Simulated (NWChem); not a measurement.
## Basis-set convergence for FLi

SMILES: [Li][F]
```xyz
2

Li     0.0000     0.0000    -1.1492
F      0.0000     0.0000     0.3831
```
Charge 0, spin multiplicity 1.

Everything below was run with NWChem. The geometry was optimised at PBE0/def2-SVP, a minimum by its harmonic frequencies.

Quantity: dipole moment at the level PBE.

The Pople sets run with spherical d functions. The structure started from a generated list of species.

```json
[
 {"basis": "STO-3G", "functions": "10", "dipole moment (D)": "2.24"},
 {"basis": "3-21G", "functions": "18", "dipole moment (D)": "4.64"},
 {"basis": "pcseg-1", "functions": "23", "dipole moment (D)": "…"},
 {"basis": "def2-SVP", "functions": "23", "dipole moment (D)": "…"},
 {"basis": "cc-pVDZ", "functions": "28", "dipole moment (D)": "5.72"},
 {"basis": "def2-SVPD", "functions": "35", "dipole moment (D)": "…"},
 {"basis": "6-311G**", "functions": "36", "dipole moment (D)": "5.47"},
 {"basis": "def2-TZVP", "functions": "45", "dipole moment (D)": "5.86"},
 {"basis": "def2-TZVPP", "functions": "50", "dipole moment (D)": "5.86"},
 {"basis": "cc-pVTZ", "functions": "60", "dipole moment (D)": "5.81"}
]
```

**Question.** Complete the blanks.

**Answer.** 
- pcseg-1, dipole moment (D): 5.53
- def2-SVP, dipole moment (D): 5.18
- def2-SVPD, dipole moment (D): 6.02
